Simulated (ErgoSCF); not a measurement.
# One shape, several levels: quartet OH

Aim: a comparison of 3 runs (UHF/3-21G, UBLYP/aug-cc-pVTZ, UPBE0/aug-cc-pVTZ) of quartet OH. 

Program for the calculation: ErgoSCF 3.8.

12 further runs of the same task are left out: 1 that didn't finish, 11 set aside as unsound or not needed.

## (1) The system as given

OH has 2 atoms, charge 0, and is taken as a quartet. As SMILES of the parent species, `[OH]`. The coordinates come from a PBE0-D4/def2-TZVP relaxation. That shape belongs to the parent species and isn't relaxed for this state.

Bond lengths: O1–H2 0.973 Å.

## (2) A single-point energy at UHF/3-21G (run 1)

Contents of run.inp:

```
# single point, HO
set_nthreads("env")
tmpdir = "."
scf.use_diagonalization = 1
basis = "3-21G"
spin_polarization = 3
scf.max_number_of_iterations = 120
scf.output_mulliken_pop = 1
molecule_inline
O      0.78589930    -0.25161703     0.40544074
H     -0.78589930     0.25161703    -0.40544074
EOF
run "HF"
```

The basis set 3-21G is read from a file made from the Basis Set Exchange's data (not shown).

Started as:

```
$ ergo run.inp
```

What it wrote:

```text
[...]
INSC SCF_general constructor, number of basis functions: 11
[...]
INSC Energy   1 =        -48.52822519560
[...]
INDE E_LUMO =          0.05438317437
[...]
INSC Energy  10 =        -74.70623010230  ( diff     -0.000000000024713 )
[...]
RESC CONVERGED after  10 iterations.
RESC FINAL ENERGY:        -74.70623010230
RESC FINAL <S2> =          3.75360806615
[...]
INSC SCF: dipole_moment_x [atomic units] =       0.72047629
INSC SCF: dipole_moment_y [atomic units] =      -0.23067091
INSC SCF: dipole_moment_z [atomic units] =       0.37168940
[...]
```

Wall time 0.69 s (1 thread of Arm Neoverse N1, shared host); peak memory 0.26 GiB.

## (3) A single-point energy at UBLYP/aug-cc-pVTZ (run 2)

Contents of ergo.in:

```
set_nthreads("env")
molecule_inline Angstrom
O      0.415880    -0.133150     0.214550
H     -0.415880     0.133150    -0.214550
EOF
basis = "aug-cc-pVTZ"
spin_polarization = 3
tmpdir = "."
scf.convergence_threshold = 1e-06
charge = 0
XC.sparse_mode = 0
scf.use_diagonalization = 1
XC.radint = 1e-11
XC.angint = 41
scf.output_mulliken_pop = 1
scf.max_number_of_iterations = 120
run "BLYP"
```

The basis set aug-cc-pVTZ is read from a file made from the Basis Set Exchange's data (not shown).

Started as:

```
$ ergo ergo.in
```

What it wrote:

```text
[...]
INDF Weighted mixed functional:
[...]
INSC Energy   1 =        -13.74115624939
[...]
INDE E_LUMO =         -0.41947065520
[...]
INSC Energy  10 =        -75.47488374692  ( diff     -0.000000000136282 )
[...]
RESC CONVERGED after  10 iterations.
RESC FINAL ENERGY:        -75.47488374692
RESC FINAL <S2> =          3.75226714785
[...]
INSC SCF: dipole_moment_x [atomic units] =       0.87405956
INSC SCF: dipole_moment_y [atomic units] =      -0.27984320
INSC SCF: dipole_moment_z [atomic units] =       0.45092184
[...]
```

Wall time 11 s (1 thread of Arm Neoverse N1, shared host); peak memory 0.26 GiB.

## (4) A single-point energy at UPBE0/aug-cc-pVTZ (run 3)

Contents of molecule.xyz:

```xyz
2
HO
O      0.415880    -0.133150     0.214550
H     -0.415880     0.133150    -0.214550
```

Contents of input.ego:

```
set_nthreads(1)
molecule "molecule.xyz"
scf.use_diagonalization = 1
XC.sparse_mode = 0
charge = 0
XC.angint = 41
scf.convergence_threshold = 1e-06
spin_polarization = 3
scf.output_mulliken_pop = 1
basis = "aug-cc-pVTZ"
tmpdir = "."
XC.radint = 1e-11
scf.max_number_of_iterations = 120
run "PBE0"
```

The basis set aug-cc-pVTZ is read from a file made from the Basis Set Exchange's data (not shown).

Started as:

```
$ ergo input.ego
```

What it wrote:

```text
[...]
INDF Weighted mixed functional:
[...]
INSC Energy   1 =        -13.19356705179
[...]
INDE E_LUMO =         -0.32918395022
[...]
INSC Energy  11 =        -75.41321158190  ( diff     -0.000000000016030 )
[...]
RESC CONVERGED after  11 iterations.
RESC FINAL ENERGY:        -75.41321158190
RESC FINAL <S2> =          3.75329075462
[...]
INSC SCF: dipole_moment_x [atomic units] =       0.98195538
INSC SCF: dipole_moment_y [atomic units] =      -0.31438696
INSC SCF: dipole_moment_z [atomic units] =       0.50658513
[...]
```

Run time: 35 s. Hardware: 1 thread of Arm Neoverse N1, shared host; peak memory 0.26 GiB.

## (5) Overview of the runs

| run | level | integration grid | radint | energy (Eh) | dipole moment (D) | ⟨S²⟩ | wall time |
| --- | --- | --- | --- | --- | --- | --- | --- |
| 1 | UHF/3-21G | – | – | -74.706230 | 2.14 | 3.754 | 0.69 s |
| 2 | UBLYP/aug-cc-pVTZ | Turbo | 1e-11 | -75.474884 | 2.60 | 3.752 | 11 s |
| 3 | UPBE0/aug-cc-pVTZ | Turbo | 1e-11 | -75.413212 | 2.92 | 3.753 | 35 s |

## (6) Summary of results

| quantity | value |
| --- | --- |
| run 3: total energy | -75.41321 Eh |
| run 3: dipole moment | 2.92 D |
| run 3: ⟨S²⟩ | 3.753 |

What this shows: The dipole moment (its size) runs from 2.14 D (UHF/3-21G) to 2.92 D (UPBE0/aug-cc-pVTZ). The two ends differ in method and basis. Totals of different functionals can't be ranked against each other. All runs together took 47 s, the longest 35 s.
